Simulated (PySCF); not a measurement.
SMILES [SiH3] (H3Si), doublet (CAM-B3LYP/def2-SVP optimised geometry):

```
4

Si    -0.476    -0.303     0.000
H     -1.013     1.086     0.000
H      1.013    -0.303     0.000
H     -1.013    -1.086    -1.147
```

Method: unrestricted CAM-B3LYP/def2-TZVP in PySCF 2.14.0.

Task: What are the frontier orbital energies (α orbitals alone; a β orbital can be the lowest empty one) and the dipole moment?

Result: HOMO-2 -11.50 eV, HOMO-1 -11.50 eV, HOMO -7.59 eV, LUMO 2.01 eV, LUMO+1 2.01 eV; dipole moment 0.07 D.

On the same geometry unrestricted PBE/def2-TZVP in PySCF gives HOMO-2 -8.73 eV, HOMO-1 -8.73 eV, HOMO -5.33 eV, LUMO 0.12 eV, LUMO+1 0.12 eV; dipole moment 0.03 D.

Meta-Löwdin charges at CAM-B3LYP/def2-TZVP: Si1 0.22, H2 -0.07, H3 -0.07, H4 -0.07.
